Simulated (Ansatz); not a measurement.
**CS2 (SMILES S=C=S): functionals against CCSD(T) at one geometry**

One table from this session's results is given with a row withheld; the runs are named, their logs left out.

Method: single points in def2-TZVPP; program: Ansatz 0.2.0, Gaussian basis.

Cores are frozen in the correlated methods. B3LYP uses VWN-RPA correlation.

### The starting structure

SMILES `S=C=S`, 3 atoms, charge 0, spin multiplicity 1.

Atoms are counted from 1 here; the program's logs count them from 0.

Bond lengths: S1–C2 1.566 Å, C2–S3 1.530 Å. Angles: S1–C2–S3 178.5°.

Coordinates:

```
S     1.35670   -0.14980    0.75680
C    -0.00280    0.00140   -0.00590
S    -1.34690    0.16800   -0.71820
```

The first run:

run/in.yaml reads:

```yaml
crystal:
  periodic: [false, false, false]
  atoms:
    - {symbol: S, position_ang: [1.356700, -0.149800, 0.756800]}
    - {symbol: C, position_ang: [-0.002800, 0.001400, -0.005900]}
    - {symbol: S, position_ang: [-1.346900, 0.168000, -0.718200]}
basis:
  gaussian: {orbitals: def2-TZVPP}
correlation: {method: ccsd_t}
output: {forces: true}
```

Run with:

```bash
ansatz run in.yaml --threads 4 --pin off --events-out ev --progress --plain --max-ram 5222MiB
```

Among the steps run: CCSD(T)/def2-TZVPP; PBE0-D4/def2-TZVPP; wB97M-V/def2-TZVPP; r2SCAN-D4/def2-TZVPP; PBE-D4/def2-TZVPP; B97M-V/def2-TZVPP; B3LYP-D4/def2-TZVPP.

One of the session's tables, all rows but one given; the rest of the session is left out.

| method | RMS force component (eV/Å) | angle to CCSD(T) forces (°) | dipole (D) |
| --- | --- | --- | --- |
| CCSD(T) | 0.784 | reference | 0.23 |
| PBE0-D4 | ? | ? | ? |
| wB97M-V | 0.678 | 24.2 | 0.27 |
| r2SCAN-D4 | 0.720 | 13.9 | 0.21 |
| PBE-D4 | 0.796 | 2.4 | 0.20 |
| B97M-V | 0.702 | 24.8 | 0.22 |
| B3LYP-D4 | 0.699 | 13.2 | 0.23 |

**Question.** Estimate the row for PBE0-D4.

The run gave: RMS force component (eV/Å): 0.699; angle to CCSD(T) forces (°): 22.6; dipole (D): 0.23.
